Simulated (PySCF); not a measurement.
**Oxygen: a sound run and one with changed settings**

Sound run: O [He] 2s2 2p4, O⁺ [He] 2s2 2p3. Computed with PySCF 2.14 in def2-SVP (3s2p1d, 14 functions), with no relativity, point nucleus. The sound run starts from symmetry-adapted Hartree-Fock orbitals and uses a fine grid where one is needed.

A second run was set up differently.

```json
{"species": "O", "method": "UHF", "sound run (hartree)": "-74.72010", "changed run (hartree)": "-74.72010", "converged": "yes"}
{"species": "O", "method": "PBE0", "sound run (hartree)": "-74.92490", "changed run (hartree)": "-74.92431", "converged": "yes"}
{"species": "O", "method": "M06-2X", "sound run (hartree)": "-74.97256", "changed run (hartree)": "-74.97402", "converged": "yes"}
{"species": "O⁺", "method": "UHF", "sound run (hartree)": "-74.27607", "changed run (hartree)": "-74.27607", "converged": "yes"}
{"species": "O⁺", "method": "PBE0", "sound run (hartree)": "-74.41868", "changed run (hartree)": "-74.41868", "converged": "yes"}
{"species": "O⁺", "method": "M06-2X", "sound run (hartree)": "-74.47163", "changed run (hartree)": "-74.47163", "converged": "yes"}
```

Ionisation energy of O:

```
method  sound run (eV)  changed run (eV)
   UHF          12.083            12.083
  PBE0          13.775            13.759
M06-2X          13.631            13.671
```

(1) What was changed?
A. all electrons correlated in a valence basis
B. minimal basis
C. angular grid far too coarse
D. level shift left on

Answers

(1) C. It used 26 angular points. A coarse angular grid integrates products of high-l functions wrongly, so density functionals can shift, and the SCF can exploit the error; Hartree-Fock and MP2 need no grid.
